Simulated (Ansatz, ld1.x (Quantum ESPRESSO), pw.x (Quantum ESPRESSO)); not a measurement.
lithium: one change to the TM potential, in the atom and in the diamond crystal

* Element: lithium (Li)
* Generator: ld1.x (Quantum ESPRESSO) 7.5
* Type: norm-conserving Troullier–Martins (Kleinman–Bylander form)
* Functional: LDA (PW92)
* Relativity: scalar-relativistic
* Frozen core: [He]
* Valence charge: 1
* Reference configuration: 2s0.5 2p0 (charge +0.5)
* Partial waves: 2s (bound): rc 1.80 bohr; 2p (bound, empty): rc 4.20 bohr
* Local potential: the p channel
* Core correction: a·sin(br)/r model core, default radius (core density twice the valence density)

Change: core correction a·sin(br)/r model core inside 1.06 bohr.

Cutoffs, loose and tight: the cutoffs (Ry, on a coarse ladder) from which the occupation-weighted sum of valence levels, in a spherical-Bessel basis at the reference potential, stays within 10 and 1 mRy of its value at 400 Ry. They do not see the model core or the augmentation charge, which bear on the density cutoff. Test errors are all-electron minus pseudo excitation energies from the reference, over the configurations 2s1 2p0; 2s0 2p1 (two spin-polarised tests are not counted in the largest error); variants that change the core or the reference have their own tests.

Crystal test: diamond Li in pw.x 7.5, no spin, 8³ k-points, Fermi–Dirac smearing 0.01 Ry, cutoffs set for each file from its atomic test. The reference is all-electron LAPW (Ansatz 0.2.0) with the same functional, mesh and smearing; V0 and B0 come from Birch–Murnaghan fits to the pressures at five volumes. Errors are pseudo minus all-electron; Δ is the rms difference of the E(V) curves that follow from these fits, minima aligned, over ±6 % about the mean V0. Mesh and smearing are coarse, so the numbers serve the comparison and aren't converged zero-temperature values; the lattice is a test structure that the element need not adopt.

All-electron: a0 = 5.734 Å (V0 = 23.57 Å³/atom), B0 = 5.8 GPa.

Task: Does the change bring the crystal closer to the all-electron result?

Result: The mean pressure error goes from +0.10 to +0.14 GPa, so the change moves the solid further from the all-electron pressures.

```json
{"quantity": "outcome (atom)", "base": "generated", "changed": "generated"}
{"quantity": "cutoff, loose (atom)", "base": "6 Ry", "changed": "6 Ry"}
{"quantity": "cutoff, tight (atom)", "base": "18 Ry", "changed": "18 Ry"}
{"quantity": "bound ghosts (atom)", "base": "none", "changed": "none"}
{"quantity": "largest test error (meV) (atom)", "base": "+1.1", "changed": "+0.9"}
{"quantity": "cutoffs in pw.x (Ry)", "base": "50/200", "changed": "50/200"}
{"quantity": "a0 (Å)", "base": "5.768", "changed": "5.779"}
{"quantity": "a0 error (%)", "base": "+0.58", "changed": "+0.78"}
{"quantity": "B0 error (%)", "base": "-3.0", "changed": "-3.0"}
{"quantity": "Δ (meV/atom)", "base": "0.5", "changed": "0.7"}
{"quantity": "mean pressure error (GPa)", "base": "+0.10", "changed": "+0.14"}
```

Base: The largest radius (4.20 bohr) exceeds half the bond length (2.35 bohr), so the spheres overlap, which is one possible source of error among others. This is a poor potential for the solid. Changed file: The largest radius (4.20 bohr) exceeds half the bond length (2.35 bohr), so the spheres overlap, which is one possible source of error among others. This is a poor potential for the solid. The atomic cutoffs weigh occupied waves only.
